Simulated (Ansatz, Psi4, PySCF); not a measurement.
Species: hydrogen isocyanide, CHN, charge 0, multiplicity 1. SMILES: [C-]#[NH+]
Geometry: optimised at B3LYP-D3(BJ)/def2-TZVP (Ansatz, an electronic-structure program).

Wanted: enthalpy of formation at 298 K, in kcal/mol. Conventions: no spin-orbit coupling; open shells spin-unrestricted; dispersion terms only where a functional's name holds one; non-relativistic; six Cartesian d functions in 6-31G* and its kin unless marked 5d; 6-311+G** with 5d; frozen cores in correlated levels. CBS(X,Y): correlation extrapolated as X^-3; Hartree-Fock from the larger set (for Q and 5 zeta extrapolated as (X+1)exp(-9√X)). First-principles rows: single points at B3LYP-D3(BJ) geometries (Ansatz), with unscaled harmonic terms from B3LYP/6-31G* at its own minima, enthalpies of formation by atomisation with measured atoms.

Measured values: Active Thermochemical Tables 1.112 (ions: stationary electron), as tabulated in the package chemicals; they hold spin-orbit and core effects, anharmonicity. 

Value to compare with, the measured value: 45.9 kcal/mol.

```json
[
 {"level": "HF/STO-3G", "program": "Ansatz", "enthalpy of formation at 298 K (kcal/mol)": "180.8", "error": "134.9"},
 {"level": "HF/3-21G", "program": "Ansatz", "enthalpy of formation at 298 K (kcal/mol)": "182.9", "error": "137.0"},
 {"level": "PBE/6-311+G**", "program": "Ansatz", "enthalpy of formation at 298 K (kcal/mol)": "36.2", "error": "-9.7"},
 {"level": "BLYP/6-31G*", "program": "Ansatz", "enthalpy of formation at 298 K (kcal/mol)": "46.4", "error": "0.5"},
 {"level": "B3LYP/3-21G", "program": "Ansatz", "enthalpy of formation at 298 K (kcal/mol)": "63.7", "error": "17.8"},
 {"level": "B3LYP/6-31G", "program": "Ansatz", "enthalpy of formation at 298 K (kcal/mol)": "67.2", "error": "21.3"},
 {"level": "B3LYP/6-31G*", "program": "Ansatz", "enthalpy of formation at 298 K (kcal/mol)": "52.4", "error": "6.5"},
 {"level": "M06-2X/6-311+G**", "program": "PySCF", "enthalpy of formation at 298 K (kcal/mol)": "48.8", "error": "2.9"},
 {"level": "wB97X-D/6-311+G**", "program": "Psi4", "enthalpy of formation at 298 K (kcal/mol)": "50.9", "error": "5.0"},
 {"level": "MP2/6-31G*", "program": "Ansatz", "enthalpy of formation at 298 K (kcal/mol)": "70.3", "error": "24.4"},
 {"level": "PBE/def2-TZVPD", "program": "Ansatz", "enthalpy of formation at 298 K (kcal/mol)": "33.2", "error": "-12.7"},
 {"level": "CCSD(T)/CBS(cc-pVQZ,cc-pV5Z)", "program": "Ansatz", "enthalpy of formation at 298 K (kcal/mol)": "47.6", "error": "1.7"}
]
```

Among the 10 habitual levels, HF/3-21G lies farthest from the measured value (137.0 kcal/mol) and BLYP/6-31G* nearest (0.5); 9 of 10 lie above it, and their mean absolute error is 36.0 kcal/mol, the median 13.8. One case shows no general order.

The levels are drawn from those run, B3LYP/6-31G* more often than the rest, none by its result; runs whose electronic state is in doubt are left out.
